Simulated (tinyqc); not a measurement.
Worked calculation: Pariser-Parr-Pople SCF with singles CI, for the molecule c1ccoc1 (SMILES; centres numbered as the heavy atoms are written). One step of it, computed by the program tinyqc.

Problem. Iteration 2: Fock matrix. F_rr = H_rr + P_rr gamma_rr / 2 + sum_(s != r) P_ss gamma_rs; F_rs = H_rs - P_rs gamma_rs / 2; E = tr P (H + F) / 2 + core repulsion sum_(r<s) z_r z_s gamma_rs.

P after iteration 1:
```
           1C         2C         3C         4O         5C
1C   1.079925   0.488517  -0.072644  -0.209714   0.840063
2C   0.488517   1.079833   0.840078  -0.209701  -0.072608
3C  -0.072644   0.840078   1.022068   0.372862  -0.386624
4O  -0.209714  -0.209701   0.372862   1.796214   0.372910
5C   0.840063  -0.072608  -0.386624   0.372910   1.021959
```

core matrix H (eV):
```
            1C          2C          3C          4O          5C
1C  -35.045931   -2.390000    0.000000    0.000000   -2.390000
2C   -2.390000  -35.044949   -2.390000    0.000000    0.000000
3C    0.000000   -2.390000  -37.215391   -2.240000    0.000000
4O    0.000000    0.000000   -2.240000  -54.767178   -2.240000
5C   -2.390000    0.000000    0.000000   -2.240000  -37.214608
```

repulsion gamma_rs (eV):
```
           1C         2C         3C         4O         5C
1C  11.130000   5.344818   4.046371   4.574962   5.344818
2C   5.344818  11.130000   5.346212   4.574406   4.045107
3C   4.046371   5.346212  11.130000   6.308436   4.045936
4O   4.574962   4.574406   6.308436  21.500000   6.309373
5C   5.344818   4.045107   4.045936   6.309373  11.130000
```

Centres (angstrom, eV; a flat drawing with bonds scaled to 1.40 angstrom):
```
centre          x          y  core charge z          W   gamma_rr
1C       1.191000   0.000000              1  11.160000  11.130000
2C       0.368000   1.133000              1  11.160000  11.130000
3C      -0.963000   0.700000              1  11.160000  11.130000
4O      -0.963000  -0.700000              2  33.000000  21.500000
5C       0.368000  -1.133000              1  11.160000  11.130000
```

Give: F; pi energy.

Solution.

F (eV):
```
         1C       2C       3C        4O       5C
1C  -5.4492  -3.6955   0.1470    0.4797  -4.6350
2C  -3.6955  -5.4489  -4.6356    0.4796   0.1469
3C   0.1470  -4.6356  -5.9187   -3.4161   0.7821
4O   0.4797   0.4796  -3.4161  -12.6821  -3.4164
5C  -4.6350   0.1469   0.7821   -3.4164  -5.9192
```

pi energy = -96.2012 eV
